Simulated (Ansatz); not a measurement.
Born–Oppenheimer molecular dynamics of CH6OSi (9 atoms, charge 0, multiplicity 1). It goes on from the last frame of an earlier run, with new velocities.

Theory: RKS PBE-D4/def2-mTZVP (Ansatz).

```
ensemble        : NVT, Langevin thermostat
time step       : 0.5 fs
steps asked     : 100
set temperature : 1500 K
friction        : 0.005 /fs
seed            : 951104
```

First frame:

```xyz
9
Properties=species:S:1:pos:R:3
Si -0.060 0.074 0.047
H -0.269 0.656 1.401
H 1.411 0.267 -0.356
O -0.841 0.887 -1.166
C -2.196 1.541 -0.966
H -2.647 1.282 0.019
H -2.102 2.611 -1.032
H -2.826 1.328 -1.855
H -0.450 -1.297 -0.012
```

(1) How far do the bonds stretch over the last three quarters of this one trajectory? (Pairs bonded in most of those frames.)

Results:

(1) 
```
  bond  mean (Å)  spread (Å)  shortest  longest
Si1–H2     1.514       0.029      1.46     1.58
Si1–H3     1.520       0.082      1.38     1.64
Si1–O4     1.683       0.067      1.58     1.75
Si1–H9     1.522       0.083      1.39     1.64
 O4–C5     1.460       0.063      1.36     1.61
 C5–H6     1.109       0.030      1.06     1.18
 C5–H7     1.113       0.018      1.08     1.14
 C5–H8     1.117       0.049      1.04     1.20
```

Mean temperature of the second half: 1111 K. The mean temperature of the second half is 26 % below the set value. A run of 0.05 ps of so small a system gives no equilibrium averages.

Time of the run: 100 s on 1 thread of Intel(R) Xeon(R) 6975P-C (Granite Rapids) (shared host), peak memory 0.15 GiB.
